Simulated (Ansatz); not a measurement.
# C3H6N2O: the cost of one run

Method: RKS B3LYP-D4/6-31G*, in Ansatz 0.2.0.

## 1. Starting point

Bond lengths: C1–N2 1.443 Å, N2–C3 1.426 Å, C3–N4 1.433 Å, N2–C5 1.342 Å, N4–C5 1.289 Å, C5–O6 1.338 Å, C1–H7 1.043 Å, C1–H8 1.103 Å, C1–H9 1.160 Å, C3–H10 1.128 Å, C3–H11 1.069 Å, O6–H12 0.950 Å. Angles (14 of 20 angles, heavy atoms first): C1–N2–C3 119.2°, C1–N2–C5 123.3°, C3–N2–C5 85.6°, N2–C3–N4 88.1°, C3–N4–C5 87.3°, N2–C5–N4 98.1°, N2–C5–O6 128.0°, N4–C5–O6 133.8°, N2–C1–H7 112.6°, N2–C1–H8 107.6°, N2–C1–H9 108.1°, N2–C3–H10 110.1°, N2–C3–H11 115.1°, N4–C3–H10 110.7°.

Structure file:

```xyz
12

C    -0.4198   -1.0393    0.9941
N     0.4199   -0.0714    0.3308
C     0.9067   -0.3553   -0.9788
N     0.5032    0.9650   -1.3629
C    -0.0476    1.0680   -0.2022
O    -0.8007    2.0049    0.3859
H     0.0852   -1.9245    1.2139
H    -1.2971   -1.2159    0.3497
H    -0.8250   -0.5579    1.9692
H     2.0313   -0.4396   -0.9635
H     0.4513   -1.1945   -1.4594
H    -0.9304    2.7052   -0.2428
```

## 2. Relaxing end A

File input.yaml:

```yaml
crystal:
  periodic: [false, false, false]
  atoms:
    - { symbol: C, position_ang: [-0.4198, -1.0393, 0.9941] }
    - { symbol: "N", position_ang: [0.4199, -0.0714, 0.3308] }
    - { symbol: C, position_ang: [0.9067, -0.3553, -0.9788] }
    - { symbol: "N", position_ang: [0.5032, 0.965, -1.3629] }
    - { symbol: C, position_ang: [-0.0476, 1.068, -0.2022] }
    - { symbol: O, position_ang: [-0.8007, 2.0049, 0.3859] }
    - { symbol: H, position_ang: [0.0852, -1.9245, 1.2139] }
    - { symbol: H, position_ang: [-1.2971, -1.2159, 0.3497] }
    - { symbol: H, position_ang: [-0.825, -0.5579, 1.9692] }
    - { symbol: H, position_ang: [2.0313, -0.4396, -0.9635] }
    - { symbol: H, position_ang: [0.4513, -1.1945, -1.4594] }
    - { symbol: H, position_ang: [-0.9304, 2.7052, -0.2428] }
basis:
  gaussian: { orbitals: "6-31G*" }
hamiltonian:
  xc: b3lyp
  dispersion: d4
relax:
  f_tol: 0.02
  max_steps: 50
```

Command:

```bash
$ ansatz run input.yaml --threads 2 --pin off --max-ram 3072MiB --backend cpu --events-out ev --progress --plain --runs-dir out
```

**Question.** How long does this run take on 2 threads of Arm Neoverse V2, shared host, and how much memory does it need?

About 22 s, with a peak of 0.21 GiB.
